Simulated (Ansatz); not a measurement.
The first iterations of a band of BFH2 + Cl (5 atoms, charge 0, multiplicity 2).

Level of theory: Ansatz, UKS PBE0-D4/cc-pVDZ.

* movable images: 7
* climbing image: yes
* spring: 5.0 eV/Å²
* optimiser: quadratic models (default)
* start path: through a guess of the saddle point
* force threshold: 0.5 eV/Å
* iteration limit: 60
* end points: relaxed

Initial state:

```xyz
5
Properties=species:S:1:pos:R:3
B -0.106 0.000 -0.024
F -0.697 0.077 1.173
H 1.092 -0.127 -0.049
H -0.828 0.065 -0.989
Cl 0.540 -0.016 3.638
```

Final state:

```xyz
5
Properties=species:S:1:pos:R:3
B -0.012 -0.010 -0.143
F 0.006 0.009 1.191
H 1.048 -0.132 -0.709
H -1.086 0.092 -0.685
Cl 0.044 0.040 4.095
```

| iteration | highest image above the first end (eV) | largest band force component (eV/Å) |
| --- | --- | --- |
| 1 | 2.451 | 10.790 |
| 2 | 1.223 | 6.954 |

Problem. Does the band converge within its limit, and where does its top end?

Solution. The forces met the threshold. It ended after 7 iterations with the highest image 0.022 eV above the first end. The highest image is an end point: on this band no image between the ends rises above it.

Run time: 66 s on 2 threads of INTEL(R) XEON(R) PLATINUM 8581C CPU @ 2.10GHz (Emerald Rapids), with other jobs on the host, peak memory 0.16 GiB.
